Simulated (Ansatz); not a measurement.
**NaO+ (singlet): from Hartree-Fock to the top rungs at distance O1–Na2 = 2.516 Å, cc-pVDZ**

The task here is to estimate one member of a computed series from the others.

Method: cc-pVDZ, core rule «outside noble gas», up to 6 orbitals frozen; program: Ansatz 0.2.0, Gaussian basis.

The runs, in order: UHF; CCSD(T) on RHF; CCSD(T) on UHF; BCCD(T) on RHF; CISD; CCSDT(Q) on RHF; CCSDT(Q) on UHF; CCSDTQ on RHF; CASSCF and MRCISD+Q, 2 electrons in 2 orbitals; CASSCF and NEVPT2, 2 electrons in 2 orbitals; Full CI.

69 further runs of the same task are left out: 45 for a known fault of the program, 18 that didn't finish, 6 set aside as unsound or not needed. Runs told in other sessions of the task aren't counted.

### The geometry

The geometry derives from a PBE0/def2-TZVP stationary point (not a proven minimum). One bond is set to the value named and the two fragments are kept rigid.

2 atoms, charge 1, spin multiplicity 1.

Atoms are counted from 1 here; the program's logs count them from 0.

Bond lengths: O1–Na2 2.516 Å.

The first run:

The input, in.yaml:

```yaml
crystal:
  periodic: [false, false, false]
  atoms:
    - {symbol: O, position_ang: [0.000000, 0.000000, 0.000000]}
    - {symbol: Na, position_ang: [0.000000, 0.000000, 2.515800]}
basis:
  gaussian: {orbitals: cc-pVDZ}
total_charge: 1
magnetization: {spin_polarized: true, initial_magnetization: 0}
hamiltonian: {xc: hf}
output: {orbitals: {seedname: orbitals}}
```

Command:

```console
ansatz run in.yaml --threads 1 --pin off --events-out ev --progress --plain --max-ram 2393MiB
```

Among the steps run: UHF; CCSD(T) on RHF; CCSD(T) on UHF; BCCD(T) on RHF; CISD; CCSDT(Q) on RHF; CCSDT(Q) on UHF; CCSDTQ on RHF; CASSCF and MRCISD+Q, 2 electrons in 2 orbitals; CASSCF and NEVPT2, 2 electrons in 2 orbitals; Full CI.

One table of the session follows, with a row left open; its other results are not shown here.

It belongs to the step «Misses and costs». 

| method | from FCI (meV) |
| --- | --- |
| RHF | +4579.4 |
| RMP2 | +1289.0 |
| CISD | +578.1 |
| RCCSD | +376.7 |
| RCCSD(T) | +185.9 |
| BCCD(T) | +186.0 |
| RCCSDT | +7.4 |
| RCCSDT(Q) | -2.6 |
| RCCSDTQ | ? |
| CASSCF pair | +3486.6 |
| NEVPT2 pair | +407.1 |
| MRCISD pair | +92.7 |
| MRCISD+Q pair | -15.5 |
| FCI | 0 |

**Question.** Estimate the row for RCCSDTQ.

As computed: from FCI (meV): +0.4. In the column «from FCI (meV)» it lies between FCI (0) and RCCSDT (+7.4).

Left out of the table: UHF, UMP2, UCCSD, UCCSD(T), UCCSDT, UCCSDT(Q) (another determinant or state than the rows shown). UCCSDT(Q) lies 2.17 eV below the table's zero, so the state tabled may not be the lowest.

Caveats from the session: The report flags that the cluster equations may have other roots. The program flags RCCSDT(Q), RCCSDTQ as in doubt, so those rows may rest on another solution. RCCSDT(Q), MRCISD+Q pair fall below full CI, which methods that aren't variational can do.
